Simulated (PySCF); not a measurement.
**Basis and Hamiltonian dependence of the electron affinity of Cl**

Cl⁻ [Ar] (1S) → Cl [Ne] 3s2 3p5 (2P). All values are computed (PySCF 2.14, energy differences of UHF-based or UKS calculations, no spin-orbit coupling). Values in eV.

```csv
basis,Hamiltonian,functions,UHF,LDA,PBE0,MP2 (valence),CCSD(T) (valence),CCSD(T) (valence and next inner shell)
dyall-av2z,non-relativistic,50,2.470,3.985,3.638,3.557,3.432,n/a
aug-cc-pVTZ-DK,spin-free X2C,50,2.364,3.926,3.559,3.618,n/a,n/a
"x2c-TZVPPall with one added diffuse shell each of s, p, d type",spin-free X2C,51,2.371,3.925,3.560,3.580,3.449,3.450
def2-TZVPPD,non-relativistic,51,2.382,3.938,3.574,3.586,3.454,3.455
aug-cc-pV(T+d)Z,non-relativistic,55,2.378,3.938,3.572,3.634,3.504,n/a
aug-cc-pwCVTZ,non-relativistic,75,2.374,3.934,3.568,3.633,3.502,3.505
def2-QZVPPD,non-relativistic,79,2.369,3.930,3.565,3.680,3.563,3.562
dyall-av3z,non-relativistic,84,2.376,3.934,3.570,3.628,3.502,n/a
"aug-cc-pCVTZ-DK with one added diffuse shell each of s, p, d, f type",spin-free X2C,91,2.358,3.924,3.554,3.625,3.494,3.496
dyall-acv3z,spin-free X2C,113,2.353,3.918,3.552,3.616,3.486,3.488
"aug-cc-pV(Q+d)Z with one added diffuse shell each of s, p, d, f, g type",non-relativistic,114,2.370,3.933,3.567,3.726,n/a,n/a
aug-cc-pCVQZ-DK,spin-free X2C,134,2.351,3.917,3.550,3.708,n/a,n/a
aug-cc-pV(5+d)Z,non-relativistic,136,2.368,3.931,3.566,3.759,n/a,n/a
```

**Question.** Estimate the row for dyall-av3z (spin-free X2C, 84 functions).

**Answer.** From the rows with the same Hamiltonian and similar size; the calculation gives UHF 2.36; LDA 3.92; PBE0 3.56; MP2 (valence) 3.61; CCSD(T) (valence) 3.49 (eV).

Frozen in the all-electron rows: valence: [Ne]; valence and next inner shell: 1s2.

In most of these bases the highest occupied level of the anion is positive at LDA, so the basis helps to hold the electron.

Between the lowest levels the reference is 3.613 eV (measured; photodetachment measurements, as compiled on the Wikipedia data page of electron affinities); it includes spin-orbit coupling, which these numbers lack.
